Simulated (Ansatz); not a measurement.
Wavefunction ladder for CH7BSi (`BC[SiH3]`)

```json
{"atom": "B1", "x (Å)": "1.516", "y (Å)": "0.086", "z (Å)": "-0.179"}
{"atom": "C2", "x (Å)": "0.311", "y (Å)": "-0.636", "z (Å)": "0.433"}
{"atom": "Si3", "x (Å)": "-1.227", "y (Å)": "0.317", "z (Å)": "-0.133"}
{"atom": "H4", "x (Å)": "1.902", "y (Å)": "-0.194", "z (Å)": "-1.278"}
{"atom": "H5", "x (Å)": "2.044", "y (Å)": "0.991", "z (Å)": "0.402"}
{"atom": "H6", "x (Å)": "0.261", "y (Å)": "-0.609", "z (Å)": "1.526"}
{"atom": "H7", "x (Å)": "0.146", "y (Å)": "-1.654", "z (Å)": "0.067"}
{"atom": "H8", "x (Å)": "-1.354", "y (Å)": "0.286", "z (Å)": "-1.613"}
{"atom": "H9", "x (Å)": "-2.430", "y (Å)": "-0.321", "z (Å)": "0.463"}
{"atom": "H10", "x (Å)": "-1.170", "y (Å)": "1.734", "z (Å)": "0.311"}
```

Total charge 0; spin multiplicity 1. Geometry: relaxed with PBE0-D4/def2-TZVP. Frozen core, restricted reference, Ansatz. CBS rows extrapolate triple and quadruple zeta; past MP2 they add the triple-zeta difference.

| basis | HF (Eh) | MP2 corr. | CCSD corr. | (T) | CCSD(T) total |
| --- | --- | --- | --- | --- | --- |
| def2-SVP | ? | -0.33500 | -0.38822 | -0.01020 | ? |
| def2-TZVPP | -355.57954 | -0.41240 | -0.46198 | ? | ? |
| def2-QZVPP | ? | ? | – | – | – |
| CBS(def2) | -355.59373 | -0.45866 | -0.50824 | as TZ | -356.11783 |

(1) Fill in the withheld values. (Best estimate.)

Results:

(1) Computed: def2-SVP HF (Eh): -355.40462; def2-SVP CCSD(T) total: -355.80304; def2-TZVPP (T): -0.01586; def2-TZVPP CCSD(T) total: -356.05738; def2-QZVPP HF (Eh): -355.59201; def2-QZVPP MP2 corr.: -0.43897.
